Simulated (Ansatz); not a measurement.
**AlBH (doublet): B2PLYP, RPA-PBE over a scan of the distance B1–Al2, 6-31G**

Aim: run AlBH (doublet) with these functionals over a scan of the distance B1–Al2, and hold them against the top wave-function level at the same points.

Method: 6-31G, all electrons in the functionals, frozen cores in the correlation of double hybrids and RPA; program: Ansatz 0.2.0, Gaussian basis.

Plan: B2PLYP, RPA-PBE, at 1.701 Å; 1.843 Å; 2.077 Å; 2.333 Å; 2.541 Å; 2.864 Å; 3.252 Å; 3.853 Å; 4.635 Å; 5.560 Å; 7.039 Å.

30 further runs of the same task are left out: 1 for a known fault of the program, 20 that didn't finish, 9 set aside as unsound or not needed.

### 1 The system

The geometry derives from a PBE0/def2-TZVP stationary point (not a proven minimum). One bond is set to the value named and the two fragments are kept rigid.

3 atoms, charge 0, spin multiplicity 2.

Atoms are counted from 1 here; the program's logs count them from 0.

Bond lengths: B1–Al2 2.077 Å, Al2–H3 1.601 Å. Angles: B1–Al2–H3 125.0°.

No dispersion term is added.

The geometry shown and the zero of energy belong to the point 2.077 Å. The yardstick, FCI, and other wave-function levels (R restricted, U unrestricted, valence and pair active spaces) come from earlier runs.

### 2 B2PLYP, 1.701 Å

in.yaml reads:

```yaml
crystal:
  periodic: [false, false, false]
  atoms:
    - {symbol: B, position_ang: [0.000000, -0.108054, 1.246684]}
    - {symbol: Al, position_ang: [0.000000, 0.084931, -0.443333]}
    - {symbol: H, position_ang: [0.000000, -1.114539, -1.504152]}
basis:
  gaussian: {orbitals: 6-31G}
magnetization: {spin_polarized: true, initial_magnetization: 1}
hamiltonian: {xc: {name: B2PLYP}}
correlation: {electrons: outside_noble_gas}
```

Started as:

```
$ ansatz run in.yaml --threads 1 --pin off --events-out ev --progress --plain --max-ram 2393MiB
```

Further steps of the session: B2PLYP, 1.843 Å; B2PLYP, 2.077 Å; B2PLYP, 2.333 Å; B2PLYP, 2.541 Å; B2PLYP, 2.864 Å; B2PLYP, 3.252 Å; B2PLYP, 3.853 Å; B2PLYP, 4.635 Å; B2PLYP, 5.560 Å; B2PLYP, 7.039 Å; RPA-PBE, 1.701 Å; RPA-PBE, 1.843 Å; RPA-PBE, 2.077 Å; RPA-PBE, 2.333 Å; RPA-PBE, 2.541 Å; RPA-PBE, 2.864 Å; RPA-PBE, 3.252 Å; RPA-PBE, 3.853 Å; RPA-PBE, 4.635 Å; RPA-PBE, 5.560 Å; RPA-PBE, 7.039 Å.

Q: Predict the results of all the runs planned. Wanted: span of the FCI curve; largest miss, B2PLYP; largest miss, RPA-PBE.

**Answer**, as computed:

| quantity | value |
| --- | --- |
| span of the FCI curve | 1.625 eV |
| largest miss, B2PLYP | +0.131 eV (5.560 Å) |
| largest miss, RPA-PBE | -0.449 eV (7.039 Å) |

What this shows: Of the functionals, B2PLYP keep the smallest largest miss at the points compared (at most 0.131 eV) and RPA-PBE strays most (0.449 eV, at 7.039 Å). B2PLYP, RPA-PBE clearly break the spin symmetry at some points (⟨S²⟩ up to 0.86 above the pure value), so energy there is bought with a mixed spin. Functionals and the yardstick converge differently with the basis, so part of each miss in 6-31G is the basis.
